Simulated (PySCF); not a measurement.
## Gas-phase thermal properties of C₄H₁₀ (n-butane)

Energies from PySCF (xtb for GFN2), thermal terms from the rigid-rotor harmonic-oscillator model, ideal gas at 1 bar. The comparison is the NASA 1993 polynomial table, which mixes measured and estimated data. S°(298 K) at PBE0/def2-TZVP differs from the NASA 1993 table for C₄H₁₀ (n-butane) (-9 J/mol/K); whether the harmonic model or the table's entry is off was not settled. 6-31G* has spherical d functions here. All species are closed-shell singlets. B3LYP is the form with VWN-RPA correlation. The harmonic model lacks anharmonicity and excited electronic states, which grow with temperature; levels with a mode under 35 cm⁻¹ are left out. Internal rotation in C₄H₁₀ (n-butane) is treated as a harmonic vibration of one conformer, which makes the entropy rough.

| level | point group | σ | ZPE (kJ/mol) | S°298 (J/mol/K) | Cp298 (J/mol/K) | S°1000 (J/mol/K) | H1000 − H298 (kJ/mol) |
|---|---|---|---|---|---|---|---|
| table | - | - | - | 309.9 | 98.7 | 503.4 | 121.4 |
| B3LYP/6-31G* | C2h | 2 | 348.8 | 300.0 | 89.9 | 486.6 | 118.1 |
| GFN2-xTB | C2h | 2 | 343.7 | 301.1 | 89.7 | 488.7 | 118.9 |
| HF/6-31G* | C2h | 2 | 370.5 | 296.5 | 85.1 | 473.6 | 112.4 |
| PBE/def2-SVP | C2h | 2 | 336.1 | 301.2 | 93.1 | 494.4 | 122.0 |
| PBE0/def2-TZVP | C2h | 2 | 346.5 | 300.4 | 90.6 | 488.7 | 119.1 |
σ: rotational symmetry number. Electronic degeneracy used: 1. Frequencies are unscaled.
